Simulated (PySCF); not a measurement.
Compound: C3H2FN.
Atom-mapped SMILES: `[CH2:1]=[C:2]([F:3])[C:4]#[N:5]` (hydrogens: H6, H7 on C1)

Computed, not measured: core-valence-separated Tamm–Dancoff BHandHLYP/aug-pcX-1 (pcseg-1 on H) in PySCF, non-relativistic, gas phase, PBE0-D3(BJ)/def2-SVP geometry.

Computed carbon K-edge spectrum, Gaussian lines of 0.6 eV full width, highest printed point 100; it ends one width below the last computed root. No empirical shift is added; at this level the pattern usually sits a few eV under experiment.

(photon energy (eV), absorption): (281.6, 2), (281.8, 11), (282.0, 35), (282.2, 61), (282.4, 58), (282.6, 30), (282.8, 9), (283.0, 4), (283.2, 17), (283.4, 52), (283.6, 94), (283.8, 100), (284.0, 62), (284.2, 22), (284.4, 5), (284.6, 5), (284.8, 21), (285.0, 50), (285.2, 64), (285.4, 44), (285.6, 17), (285.8, 3), (286.0, 1), (286.2, 6), (286.4, 17), (286.6, 27), (286.8, 25), (287.0, 14), (287.2, 13), (287.4, 28), (287.6, 58), (287.8, 82), (288.0, 75), (288.2, 44), (288.4, 20), (288.6, 14)

Problem. Where are the maxima, and which lines make them up?

Solution. 5 maxima:
- 282.3 eV: C1 (terminal =CH2 carbon), 282.28 eV, f = 0.059, 1s→π*, 100 % of the height at the exact maximum
- 283.7 eV: C4 (nitrile carbon), 283.80 eV, f = 0.059, 59 % of the height at the exact maximum; C4 (nitrile carbon), 283.61 eV, f = 0.043, 1s→π*, 41 % of the height at the exact maximum
- 285.2 eV: C2 (vinylic C–F carbon), 285.18 eV, f = 0.059, 1s→π*, 100 % of the height at the exact maximum
- 286.7 eV: C1 (terminal =CH2 carbon), 286.71 eV, f = 0.015, 59 % of the height at the exact maximum; C1 (terminal =CH2 carbon), 286.61 eV, f = 0.011, 41 % of the height at the exact maximum
- 287.9 eV: C2 (vinylic C–F carbon), 287.91 eV, f = 0.036, 46 % of the height at the exact maximum; C4 (nitrile carbon), 287.85 eV, f = 0.031, 40 % of the height at the exact maximum

Further lines of some strength in the range: C1, 287.55 eV, f = 0.015; C1, 288.24 eV, f = 0.009, sum of 2.

Roots within 0.03 eV on the same or equivalent atoms count as one line; shares under 12 % aren't listed.

Vibrational structure and lifetime widths aren't in the curve. The ionisation threshold wasn't computed; near and above it a finite basis only mimics Rydberg series and continuum.

The run took 7.0 s of wall time on one thread, Arm Neoverse V2 (aarch64), no GPU, shared host, and the process peaked at 0.68 GiB of memory.
